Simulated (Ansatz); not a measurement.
Input file:

```yaml
crystal:
  periodic: [false, false, false]
  atoms:
    - {symbol: B, position_ang: [0.004542, 0.057079, 0.750940]}
    - {symbol: C, position_ang: [0.003709, -0.110905, -0.748984]}
    - {symbol: H, position_ang: [0.051673, 1.198788, 1.184786]}
    - {symbol: H, position_ang: [-0.051104, -0.921612, 1.442345]}
    - {symbol: H, position_ang: [-0.093488, 0.432162, -1.756632]}
basis:
  gaussian: {orbitals: STO-3G}
magnetization: {spin_polarized: false, initial_magnetization: 2}
hamiltonian: {pseudopotentials: {relativity: scalar}}
correlation: {active_space: {ras: {orbitals: [4, 2, 5], electrons: 10, max_holes: 4, max_particles: 4}, fixed_orbitals: true}}
output: {forces: true}
```

```sh
$ ansatz run in.yaml --threads 1 --pin off --events-out ev --progress --plain --max-ram 2393MiB
```

The program prints:

```
168 factors; integrals over basis functions are off by at most 6.5e-5 eV
mean field evaluation 1: about -1724.0559 eV, gradient 1.2e1 eV
mean field evaluation 2: about -1724.0760 eV, gradient 1.2e1 eV
mean field evaluation 4: about -1725.2589 eV, gradient 1.1e0 eV
mean field evaluation 8: about -1725.2723 eV, gradient 1.6e-2 eV
mean field -1725.27227491 eV, -63.4025866716 hartree, gradient 1.5e-6 eV, S^2 2.000000; 0 other end points of the search recorded, 0 dependent functions left out
reference -1725.27227491 eV, -63.4025866716 hartree; 8, 6 occupied and 5, 7 virtual orbitals, 168 factors
state -1727.81507659 eV, -63.4960329094 hartree
the calculation of the forces begins
Total energy: -1727.81507659 eV, -63.4960329094 hartree
Relativity: scalar
Atom 0 at     0.004542     0.057079     0.750940 Å, force     0.020395     0.993671     0.335681 eV/Å
Atom 1 at     0.003709    -0.110905    -0.748984 Å, force    -0.246073    -0.158531    -1.682936 eV/Å
Atom 2 at     0.051673     1.198788     1.184786 Å, force    -0.071218    -1.036839     0.046074 eV/Å
Atom 3 at    -0.051104    -0.921612     1.442345 Å, force     0.087499     0.505741    -0.056642 eV/Å
Atom 4 at    -0.093488     0.432162    -1.756632 Å, force     0.209397    -0.304042     1.357823 eV/Å
Dipole moment:    -0.002747     0.027678    -0.177057 e Å
```

Forces (eV/Å):
```
B    0.020  0.994  0.336
C   -0.246 -0.159 -1.683
H   -0.071 -1.037  0.046
H    0.087  0.506 -0.057
H    0.209 -0.304  1.358
```

Ran on 1 thread of Arm Neoverse V1, shared host: 0.69 s wall, 0.08 GiB peak host memory.
